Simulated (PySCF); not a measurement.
**How well do the runs reproduce experiment for 1-methylcyclopropene?**

**Measured values to compare with.**

From NIST CCCBDB Release 22 (SRD 101), experimental dipoles, for the gas: dipole moment 0.84 D.

How close the calculation comes is told at the end.

Compound: 1-methylcyclopropene, C₄H₆.
Atom-mapped SMILES: `[CH3:1][C:2]1=[CH:3][CH2:4]1` (hydrogens: H5, H6, H7 on C1; H8 on C3; H9, H10 on C4)

Cartesian coordinates in Å at the GFN2-xTB level; atoms count from 1:
```
atom  x, y, z in Å
C1    -1.4656    0.1975   -0.0715
C2    -0.0006    0.1629   -0.0746
C3     1.1679    0.6752   -0.3172
C4     1.1734   -0.6984    0.2939
H5    -1.8584   -0.6344   -0.6576
H6    -1.8326    1.1339   -0.4888
H7    -1.8378    0.0895    0.9482
H8     1.7895    1.4583   -0.6736
H9     1.4262   -1.5583   -0.3189
H10    1.4468   -0.8215    1.3374
```

Runs made with PySCF (gas phase, on this GFN2-xTB geometry; no spin–orbit coupling):

| level | job | basis functions |
| --- | --- | --- |
| PBE0/pcSseg-1 | shieldings, ring-centre shieldings, charges and field gradients | 98 |
| revPBE/6-311G**, energy threshold 1e-11 Eh, level shift 0.2 Eh | shieldings, ring-centre shieldings, charges and field gradients | 108 |
| PBE0/def2-SVPD | 6 singlets by full TDDFT, 2 Tamm–Dancoff triplets, polarisability | 128 |
| B3LYP/pcJ-1 | spin–spin couplings from 10 perturbed nuclei, spin–dipole term left out | 168 |

All basis functions are spherical.

Results beside the measurements:

**Dipole moment.** Measured: 0.84 D (NIST CCCBDB Release 22 (SRD 101), experimental dipoles).

```csv
level,computed (D),computed − measured (D),% (from the printed values)
PBE0/pcSseg-1,0.91,+0.07,+8
revPBE/6-311G**,0.90,+0.06,+7
PBE0/def2-SVPD,0.90,+0.06,+7
B3LYP/pcJ-1,0.88,+0.04,+5
```

Closest is B3LYP/pcJ-1 (+0.04 D), furthest PBE0/pcSseg-1 (+0.07 D); one molecule doesn't rank methods. All 4 levels lie above the measurement. The computed dipoles belong to one fixed geometry; measured ones are averaged over vibrations unless marked μe. Magnitudes are compared, not signs.

No measured geometry was used, and the causes of the misses weren't examined.
